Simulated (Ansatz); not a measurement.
Correlation energies of CH5BSi, SMILES `B1C[SiH2]1` by basis set

```csv
atom,x (Å),y (Å),z (Å)
B1,0.122,0.891,-0.761
C2,-0.392,-0.503,-0.729
Si3,0.494,0.185,0.966
H4,-0.309,1.886,-1.244
H5,0.243,-1.386,-0.618
H6,-1.382,-0.781,-1.084
H7,1.453,-0.899,1.276
H8,-0.228,0.608,2.195
```

The species carries charge 0 and has multiplicity 1. Geometry: relaxed with PBE0-D4/def2-TZVP. Frozen core, restricted reference, Ansatz 0.2.0. CBS rows extrapolate triple and quadruple zeta; past MP2 they add the triple-zeta difference.

```tsv
basis	HF (Eh)	MP2 corr.	CCSD corr.	(T)	CCSD(T) total
def2-SVP	-354.16797	-0.32581	-0.36822	-0.01360	-354.54979
def2-TZVPP	-354.34133	-0.39784	-0.43604	-0.01971	-354.79708
def2-QZVPP	-354.35320	-0.42346	–	–	–
CBS(def2)	-354.35484	-0.44244	-0.48064	as TZ	-354.85519
```
